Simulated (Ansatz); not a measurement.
# AsH⁻, doublet: reading a ladder of total energies

Geometry: that of the AsH, singlet, kept fixed.

```xyz
2

As    0.0000    0.0000    0.0000
H     0.0000    0.0000    1.5294
```

Basis aug-cc-pVDZ; Ansatz 0.2.0. Correlated methods freeze the noble-gas cores and the filled d shells of p-block atoms, which leaves 7 electrons in 31 orbitals. R marks a restricted (for open shells ROHF) determinant, U an unrestricted one. No spin–orbit coupling is included, and no scalar relativity.

Full CI isn't at hand for all of this; UCCSDT(Q) serves as the reference, and is uncertain by about the last step of the cluster series.

Runs differ by some tens of microhartree through their thresholds and, for an open shell, their frozen cores, so steps under 0.03 kcal/mol mean nothing.

| level | total energy (hartree) |
| --- | --- |
| UHF | -2234.733802 |
| UMP2 | -2234.839483 |
| UCCSD | -2234.860293 |
| UCCSD(T) | -2234.864399 |
| UCCSDT | -2234.865163 |
| UCCSDT(Q) | -2234.865396 |

Q: What is the correlation energy at UCCSDT(Q), and what share of it do UMP2 and UCCSDT recover?

A: E(corr) = -2234.865396 − (-2234.733802) = -0.131594 hartree = -3.581 eV. UMP2: -0.105681 / -0.131594 = 80.31 %. UCCSDT: -0.131361 / -0.131594 = 99.82 %.

Q: By how many kcal/mol does UCCSD(T) miss UCCSDT(Q) (1 hartree = 627.509 kcal/mol), and which steps make up the rest?

A: -2234.864399 − (-2234.865396) = 0.000997 hartree = 0.63 kcal/mol. Steps: UCCSDT − UCCSD(T) = -0.48, UCCSDT(Q) − UCCSDT = -0.15 kcal/mol. That is within 1 kcal/mol of the reference in this basis, which itself misses far more of the correlation at the basis-set limit.
